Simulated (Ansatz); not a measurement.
The same path of AlBClH$_{2}$ (5 atoms, charge 0, multiplicity 2) was run twice with different band settings. The coordinate that changes most is the height of B2 over the plane of its neighbours.

Level of theory: UHF/def2-SVP (Ansatz).

Relaxed end points:

```xyz
5
Properties=species:S:1:pos:R:3
Al -1.278 0.691 -0.072
B 0.700 -0.045 0.314
Cl 0.900 -1.646 1.062
H -2.040 0.438 -1.446
H 1.719 0.562 0.143
```

```xyz
5
Properties=species:S:1:pos:R:3
Al -0.911 0.170 -1.122
B 0.725 -0.078 0.245
Cl 0.858 -1.589 1.173
H -2.305 0.809 -0.697
H 1.633 0.689 0.401
```

Common settings: movable images 9; climbing image yes; spring 5.0 eV/Å²; start path through a guess of the saddle point; force threshold 0.03 eV/Å; iteration limit 60; end points relaxed.

| run | optimiser |
| --- | --- |
| 1 | quadratic models (default) |
| 2 | fire |

Question: What does each run give, and how far can it be trusted?

Answer: Run 1: converged after 8 iterations, highest image 0.415 eV above the first end. A vibrational analysis at the climbing image gives one clearly imaginary mode, 592i cm⁻¹: a first-order saddle point.
Run 2: converged after 46 iterations, highest image 0.416 eV above the first end. Another band between the same ends (9 images) ends at a top of the same energy, where a vibrational analysis finds 1 clearly imaginary mode.
